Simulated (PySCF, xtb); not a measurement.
CH4O, SMILES CO.

Harmonic wavenumbers (cm⁻¹) from GFN2-xTB in xtb at its own minimum, in rising order: 374, 1031, 1091, 1140, 1315, 1417, 1485, 1490, 2918, 2938, 3033, 3559.

**Question.** What does PBE-D3(BJ)/def2-TZVP run with PySCF give at its own minimum? (Estimate from the structure and the level; the computed values follow.)

**Answer.** 302, 1013, 1056, 1128, 1333, 1427, 1440, 1458, 2916, 2962, 3046, 3710. Paired by order, the mean absolute difference is 36 cm⁻¹ and the zero-point energies are 31.2 and 31.2 kcal/mol.
